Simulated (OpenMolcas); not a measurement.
# OF (Oxygen monofluoride): a chain of runs

Aim: a single-point energy (UHF/ANO-R0), then the vertical excitations (CASSCF(11,7)/ANO-R2), then the excited states (CASPT2(11,7)/ANO-R2) of OF (Oxygen monofluoride). 

The calculation is run with OpenMolcas 26.06.

## 1. Starting point

OF: 2 atoms, total charge 0, spin state doublet. SMILES: `[O]F`. Geometry: relaxed at GFN2-xTB.

Bond lengths: O1–F2 1.298 Å.

## 2. The energy at UHF/ANO-R0 (sfX2C) (run 1)

Input file struct.xyz:

```xyz
2

O      0.000000     0.000000     0.000000
F      0.000000     0.000000     1.298450
```

Input file step1.input:

```
&GATEWAY
 Coord
 struct.xyz
 Basis
 ANO-R0
 Group
 NoSym

&SEWARD

&SCF
 UHF
 Spin
 2
 PrOrbitals
 0
```

Launch:

```sh
$ export MOLCAS_MEM=1860
$ pymolcas step1.input > step1.log
```

The program printed, shortened:

```text
--- Start Module: gateway ---
[...]
--- Stop Module: gateway /rc=_RC_ALL_IS_WELL_ ---
--- Start Module: seward ---
[...]
      Basis functions           10
--- Stop Module: seward /rc=_RC_ALL_IS_WELL_ ---
--- Start Module: scf ---
[...]
       Convergence after  12 Iterations
[...]
::    Total SCF energy                               -174.1989716792
[...]
      Total spin, S                                     0.5041510007
[...]
      Total electronic charge=   17.000000
      Total            charge=   -0.000000
[...]
      Dipole Moment (debye):
      Origin of the operator (angstrom)=    0.0000    0.0000    0.7049
                   X=  1.8049E-15               Y=  7.5962E-15               Z= -1.0583E-01           Total=  1.0583E-01
      Quadrupole Moment (debye*angstrom):
[...]
--- Stop Module: scf /rc=_RC_ALL_IS_WELL_ ---
[...]
```

It took 2 s on 1 thread of Arm Neoverse V1, shared host; peak memory 0.37 GiB.

## 3. The vertical excitations at CASSCF(11,7)/ANO-R2 (sfX2C, 3 states averaged) (run 2)

struct.xyz is that of step 2.

Input file step2.inp:

```
>>> EXPORT MOLCAS_PRINT=2
&gateway
coord
struct.xyz
basis
ANO-R0
group
NoSym
&seward
&rasscf
fileorb
$CurrDir/step1.UnaOrb
spin
2
nactel
11 0 0
inactive
3
ras2
7
ciroot
3 3 1
orblisting
Nothing
>>> COPY $Project.RunFile RUNFIL1
>>> COPY $Project.RasOrb INPORB
&gateway
coord
struct.xyz
basis
ANO-R2
group
NoSym
&seward
>>> COPY $Project.RunFile RUNFIL2
&expbas
&rasscf
fileorb
$Project.ExpOrb
spin
2
nactel
11 0 0
inactive
3
ras2
7
ciroot
3 3 1
orblisting
Nothing
orbappear
Compact
```

Launch:

```sh
$ export MOLCAS_MEM=1860
$ pymolcas step2.inp > step2.log
```

The program printed, shortened:

```text
--- Start Module: gateway ---
[...]
--- Stop Module: gateway /rc=_RC_ALL_IS_WELL_ ---
[...]
      Basis functions           10
[...]
      Number of active orbitals                  7
[...]
      Spin quantum number                      0.5
[...]
      Active orbitals                            7
[...]
      Number of CSFs                           112
[...]
      Number of root(s) required                 3
[...]
      Convergence after  6 iterations
[...]
      Natural orbitals and occupation numbers for root  1
      sym 1:   1.997156   1.980774   1.999682   1.018595   1.935661   1.997457   0.070676
      Natural orbitals and occupation numbers for root  2
      sym 1:   1.997156   1.999682   1.980774   1.997457   1.935661   1.018595   0.070676
      Natural orbitals and occupation numbers for root  3
      sym 1:   1.999980   1.928589   1.928589   1.071411   1.963429   1.071411   1.036591
      ************************************************************************************************************************
      *                                                    Final results                                                     *
[...]
::    RASSCF root number  1 Total energy:   -174.26297980
::    RASSCF root number  2 Total energy:   -174.26297980
::    RASSCF root number  3 Total energy:   -173.97536828
[...]
      Basis functions           66
[...]
--- Start Module: expbas ---
[...]
--- Stop Module: expbas /rc=_RC_ALL_IS_WELL_ ---
[...]
      Convergence after 10 iterations
[...]
      Natural orbitals and occupation numbers for root  1
      sym 1:   1.997039   1.983311   1.999647   1.016036   1.940520   1.997428   0.066019
      Natural orbitals and occupation numbers for root  2
      sym 1:   1.997039   1.999647   1.983311   1.997428   1.940520   1.016036   0.066019
      Natural orbitals and occupation numbers for root  3
      sym 1:   1.999964   1.939411   1.939411   1.060589   1.965172   1.060589   1.034864
      ************************************************************************************************************************
      *                                                    Final results                                                     *
[...]
::    RASSCF root number  1 Total energy:   -174.39330596
::    RASSCF root number  2 Total energy:   -174.39330596
::    RASSCF root number  3 Total energy:   -174.11867124
[...]
      Total electronic charge=   17.000000
      Total            charge=   -0.000000
[...]
```

It took 7.2 s on 1 thread of Arm Neoverse V1, shared host; peak memory 0.41 GiB.

## 4. The vertical excitations at CASPT2(11,7)/ANO-R2 (sfX2C, ipea shift 0.25 Eh, pt2 variant MS, 3 states averaged) (run 3)

struct.xyz is that of step 3.

Input file step3.input:

```
>>> EXPORT MOLCAS_PRINT=2

&GATEWAY
  COORD=struct.xyz
  BASIS=ANO-R2
  GROUP=NoSym

&SEWARD

&RASSCF
  FILEORB=$CurrDir/step2.RasOrb
  SPIN=2
  NACTEL=11 0 0
  INACTIVE=3
  RAS2=7
  CIROOT=3 3 1
  ORBLISTING=Nothing
  ORBAPPEAR=Compact

&CASPT2
  MULTISTATE=all
  IMAGINARY=0.2

&RASSI
  NROFJOBIPHS=1 all
  IPHNAMES
  JOBMIX
  EJOB
```

Launch:

```sh
$ export MOLCAS_MEM=1860
$ pymolcas step3.input > step3.log
```

The program printed, shortened:

```text
--- Start Module: gateway ---
[...]
--- Stop Module: gateway /rc=_RC_ALL_IS_WELL_ ---
[...]
      Basis functions           66
[...]
      Number of active orbitals                  7
[...]
      Spin quantum number                      0.5
[...]
      Active orbitals                            7
[...]
      Number of CSFs                           112
[...]
      Number of root(s) required                 3
[...]
      Convergence after  4 iterations
[...]
      printout of CI-coefficients larger than  0.05 for root  1
      energy=    -174.393306
      conf/sym  1111111     Coeff  Weight
             1  22222u0   0.71389 0.50963
             8  22220u2   0.10253 0.01051
             9  222u220  -0.66537 0.44271
            17  222u022   0.09556 0.00913
            18  22u2220   0.06353 0.00404
            20  22u2d2u  -0.06320 0.00399
[...]
      Natural orbitals and occupation numbers for root  1
      sym 1:   1.997039   1.999647   1.983311   1.997428   1.940519   1.016036   0.066020
      Natural orbitals and occupation numbers for root  2
      sym 1:   1.997039   1.983311   1.999647   1.016036   1.940519   1.997428   0.066020
      Natural orbitals and occupation numbers for root  3
      sym 1:   1.999964   1.939411   1.939411   1.060589   1.965172   1.060589   1.034864
      ************************************************************************************************************************
      *                                                    Final results                                                     *
[...]
::    RASSCF root number  1 Total energy:   -174.39330595
::    RASSCF root number  2 Total energy:   -174.39330595
[...]
      Total electronic charge=   17.000000
      Total            charge=   -0.000000
[...]
--- Start Module: caspt2 ---
[...]
::    MS-CASPT2 Root  3     Total energy:   -174.56238901
[...]
::    RASSI State    1     Total energy:    -174.81326076311655
::    RASSI State    2     Total energy:    -174.81326069684707
::    RASSI State    3     Total energy:    -174.56238901232280
[...]
  SPIN-FREE ENERGIES:
  (Shifted by EMIN (a.u.) =       -174.8132607631)
 SF State       Relative EMIN(au)   Rel lowest level(eV)    D:o, cm**(-1)      Abs_M
     1             0.0000000000        0.0000000000              0.0000         1.0
     2             0.0000000663        0.0000018033              0.0145         1.0
     3             0.2508717508        6.8265681091          55059.9850         0.0
[...]
```

Wall time 6.3 s (1 thread of Arm Neoverse V1, shared host); peak memory 0.41 GiB.

## 5. Results

| quantity | value |
| --- | --- |
| run 1, UHF/ANO-R0: total energy | -174.19897 Eh |
| run 1, UHF/ANO-R0: dipole moment | 0.11 D |
| run 1, UHF/ANO-R0: HOMO energy (highest over α and β) | -11.51 eV |
| run 1, UHF/ANO-R0: LUMO energy (lowest over α and β) | 7.24 eV |
| run 1, UHF/ANO-R0: ⟨S²⟩ | 0.758 |
| run 2, CASSCF(11,7)/ANO-R2: energy of the lowest of 3 roots | -174.39331 Eh |
| run 2, CASSCF(11,7)/ANO-R2: dipole moment (CASSCF density) | 0.13 D |
| run 2, CASSCF(11,7)/ANO-R2: lowest excitation energy within this active space | 7.47 eV |
| run 3, CASPT2(11,7)/ANO-R2: energy of the lowest of 3 roots | -174.81326 Eh |
| run 3, CASPT2(11,7)/ANO-R2: dipole moment (CASSCF density) | 0.13 D |
| run 3, CASPT2(11,7)/ANO-R2: lowest excitation energy within this active space | 6.83 eV |

In words: The orbitals (run 2, CASSCF(11,7)/ANO-R2) are averaged over several states, so each root lies above its own optimum (it can stand above Hartree-Fock), and forces and dipoles share that bias. The basis has no diffuse functions, so Rydberg states are missing or pushed up, and the true lowest state may lie lower. The orbitals (run 3, CASPT2(11,7)/ANO-R2) are averaged over several states, so each root lies above its own optimum (it can stand above Hartree-Fock), and forces and dipoles share that bias.
